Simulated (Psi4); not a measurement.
## The standard entropy of HCl (SMILES Cl) from a frequency calculation

A linear singlet with charge 0, relaxed at PBE0-D4/def2-SVP (density fitting) (Psi4 1.11):

```xyz
2

Cl    0.5462   -0.1786    0.2809
H    -0.5517    0.1804   -0.2838
```

Harmonic wavenumbers in cm⁻¹: 3013.

Masses in u: Cl 35.45, H 1.008. Take T = 298.15 K, p = 1 bar, R = 8.3145 J/(mol K), kT/hc = 207.22 cm⁻¹, rigid rotor and harmonic oscillator.

Q: Work out S° at 298 K.

A: 
1. Translation (Sackur–Tetrode): S = R[3/2 ln M + 5/2 ln T − 1.1517] with M = 36.458 gives 153.7 J/(mol K).
2. Rotation: the moment of inertia is 1.620 u Å², so B = 16.8576/I = 10.404 cm⁻¹; σ = 1; q = kT/(σhcB) = 19.9; S = R(ln q + 1) = 33.2.
3. Vibration: with u = ν̃/207.22, each mode gives R[u/(eᵘ − 1) − ln(1 − e⁻ᵘ)]; the sum is 0.0.
4. Spin: R ln 1 = 0.0.
5. Sum: 153.7 + 33.2 + 0.0 + 0.0 = 186.9 J/(mol K).

The tabulated value is 186.9 J/(mol K) (CRC Handbook of Chemistry and Physics): the model is off by 0.0.
